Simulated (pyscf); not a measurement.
Routes from HO–PH₂ (SMILES OP) + H₂O (SMILES O)

Candidate steps break at most two bonds and form at most two. Each was searched with GFN2-xTB (tblite) first. PySCF, gas phase, ωB97X-D3(BJ)/def2-SVP geometries. Energies: ωB97M-D3(BJ)/def2-TZVP, kJ/mol, from the separated reactants, singlet surface; ΔG‡ with ideal gas, 1 atm, RRHO with modes under 100 cm⁻¹ raised to 100, one conformer, R ln 2 for chiral ones without a mode under 150 cm⁻¹.

```
products                                                          type    ΔE‡     ΔE  ΔG‡ 298 K  ΔG‡ 900 K  ν‡ (cm⁻¹)
-------------  -------------------------------------------------------  -----  -----  ---------  ---------  ---------
HO–PH₂ + H₂O   four-centre exchange (H–O, H–O broken, H–O, H–O formed)  158.6    0.0      190.4      273.5      1893i
HO–PH₂ + H₂O   four-centre exchange (O–P, H–O broken, O–P, H–O formed)  173.4    0.0      212.9      300.3       850i
HO–PH–OH + H₂                                     four-centre exchange  236.9  -21.1      271.3      359.0       996i
```

Row 1: On the reactant side the descent ends in a complex, 30.8 kJ/mol under the separated species and 192.8 kJ/mol under the saddle at ωB97X-D3(BJ)/def2-TZVP. On the product side the descent ends in a complex (not fully relaxed), 31.5 kJ/mol under the separated species and 193.4 kJ/mol under the saddle at ωB97X-D3(BJ)/def2-TZVP. Row 2: On the reactant side the descent ends in a complex, 19.8 kJ/mol under the separated species and 195.8 kJ/mol under the saddle at ωB97X-D3(BJ)/def2-TZVP. On the product side the descent ends in a complex, 18.4 kJ/mol under the separated species and 194.4 kJ/mol under the saddle at ωB97X-D3(BJ)/def2-TZVP. 

Plain bond fissions and candidates not yet searched are not listed, and one of them may be faster. Each barrier is that of the saddle found; lower ones may exist.
